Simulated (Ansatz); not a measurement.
A calculation with Ansatz (development build ahead of 0.2.0).

```yaml
crystal:
  periodic: [false, false, false]
  atoms:
    - { symbol: C, position_ang: [1.50873, 0.0, 0.0] }
    - { symbol: C, position_ang: [0.83247, 1.32404, 0.0] }
    - { symbol: C, position_ang: [-0.6815, 1.30998, 0.0] }
    - { symbol: C, position_ang: [-1.42799, 0.0, 0.0] }
    - { symbol: C, position_ang: [-0.6815, -1.30998, 0.0] }
    - { symbol: C, position_ang: [0.83247, -1.32404, 0.0] }
    - { symbol: H, position_ang: [1.43225, 2.34133, 0.0] }
    - { symbol: H, position_ang: [-1.27622, 2.33056, 0.0] }
    - { symbol: H, position_ang: [-2.608, 0.0, 0.0] }
    - { symbol: H, position_ang: [-1.27622, -2.33056, 0.0] }
    - { symbol: H, position_ang: [1.43225, -2.34133, 0.0] }
basis:
  gaussian: { orbitals: cc-pVDZ }
magnetization:
  spin_polarized: true
  initial_magnetization: 1
hamiltonian:
  xc: hf
```

The input is written out in the form of the current development build from the run's settings.

Results

```
Converged                       : yes
Total energy                    : -230.00676 hartree
Spin squared of the determinant : 1.991
```

Caution: the unrestricted determinant is a mixture of spin states.
